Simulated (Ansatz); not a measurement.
Eight cases of atomisation energy with Al to Br (electronic energies, kcal/mol), geometries: B3LYP-D3(BJ)/def2-TZVP. Functionals by Ansatz (a quantum-chemistry and plane-wave program) in def2-TZVPD; columns hold the difference against the high level (Ansatz, AFQMC by cisd_afqmc): A = CCSD(T)/CBS(cc-pV(Q+d)Z,cc-pV(5+d)Z) + [CCSDT(Q) - CCSD(T)]/cc-pV(D+d)Z + core + X2C; B = CCSD(T)/CBS(cc-pV(Q+d)Z,cc-pV(5+d)Z) + [CCSDT(Q) - CCSD(T)]/cc-pV(Q+d)Z + [CCSDTQ - CCSDT(Q)]/cc-pV(D+d)Z + core + X2C; C = CCSD(T)/CBS(cc-pV(Q+d)Z,cc-pV(5+d)Z) + [CCSDT(Q) - CCSD(T)]/cc-pV(T+d)Z + core + X2C; D = CCSD(T)/CBS(cc-pV(T+d)Z,cc-pV(Q+d)Z) + [CCSDT(Q) - CCSD(T)]/cc-pV(D+d)Z + core + X2C; E = CCSD(T)/CBS(cc-pVQZ,cc-pV5Z) + [CCSDT(Q) - CCSD(T)]/cc-pV5Z + [CCSDTQ - CCSDT(Q)]/cc-pVDZ. The cases were drawn at random from those of this class that have a high level and all functionals, leaving out states under which another spin lies or may lie. Left out are anions, K, Ca, elements past Kr, ionisation of Li, Na and Mg, pi-pi* triplets of linear molecules and other triplets made from a closed-shell parent. Runs that doubt their state, and full CI more than 15 mEh from coupled cluster, are set aside; a case stays where another high level and all functionals remain. AFQMC serves as high level only in triple zeta or larger, with a steady walk, a bar under 0.8 kcal/mol and agreement with other high levels or trials where they ran; where none ran, an unstable determinant or (outside 3d species) a high T1 diagnostic also bars it, so strongly correlated cases are thinned. No case was kept or dropped by the size of a functional's miss. Each difference is the functional minus the high level; affinities count positive where energy is released, gaps as the second state minus the first. UHF or UKS for unpaired electrons; spin-orbit terms are left out. Correlated methods leave the cores frozen (noble-gas shells, and filled d and f shells in the p block). Rows without X2C or -DK are non-relativistic. CBS(X,Y): correlation extrapolated as X^-3, Hartree-Fock from the larger set (Q,5: extrapolated as (X+1)exp(-9√X)). A bracket is a step between two methods taken in the basis named. Functionals run without relativity, which enters their misses. Double hybrids freeze cores in their MP2 part. 'core' is core correlation in cc-pwCVTZ (1s frozen past Ne), 'X2C' scalar relativity in cc-pVTZ-DK, both at CCSD(T). Where a partner has so few electrons that a lower coupled-cluster level is exact, that level stands in. The T1 diagnostic of GeSe ([Ge]=[Se], singlet) reaches 0.030 in the sets run. The UHF reference of S2 (S=S, triplet) is spin-contaminated (<S^2> up to 0.06 over the pure value in the sets run).

| case | level | value |
|---|---|---|
| SiH3Cl (SMILES Cl[SiH3]) | C | 339.6 |
| S2 (SMILES S=S, triplet) | B | 104.1 |
| C3H4S (prop-2-yne-1-thiol, SMILES C#CCS) | D | 760.1 |
| C3H7Cl (1-chloropropane, SMILES CCCCl) | D | 988.7 |
| OCl (SMILES [O]Cl, doublet) | B | 65.5 |
| SiHCl2F (SMILES F[SiH](Cl)Cl) | A | 420.0 |
| BCl3 (SMILES ClB(Cl)Cl) | A | 325.6 |
| GeSe (SMILES [Ge]=[Se]) | E | 120.1 |

Q: Predict the difference of PBE, wB97M-V, B2PLYP for each case and sum up.

A: 
```
case                                       PBE  wB97M-V  B2PLYP
----------------------------------------  ----  -------  ------
SiH3Cl (SMILES Cl[SiH3])                  -8.3      0.2    -7.2
S2 (SMILES S=S, triplet)                  11.2      1.1    -1.7
C3H4S (prop-2-yne-1-thiol, SMILES C#CCS)  17.3     -0.3   -11.2
C3H7Cl (1-chloropropane, SMILES CCCCl)     9.5     -1.4   -16.2
OCl (SMILES [O]Cl, doublet)               15.5      0.9    -2.4
SiHCl2F (SMILES F[SiH](Cl)Cl)             -5.3     -2.4   -12.6
BCl3 (SMILES ClB(Cl)Cl)                   10.2      3.0    -6.7
GeSe (SMILES [Ge]=[Se])                    6.2     -4.4    -1.1
```
PBE: mean +7.0, mean absolute 10.4, median absolute 9.8, largest +17.3; wB97M-V: mean -0.4, mean absolute 1.7, median absolute 1.3, largest -4.4; B2PLYP: mean -7.4, mean absolute 7.4, median absolute 7.0, largest -16.2 kcal/mol. PBE lies above in 6 and below in 2 of the eight.
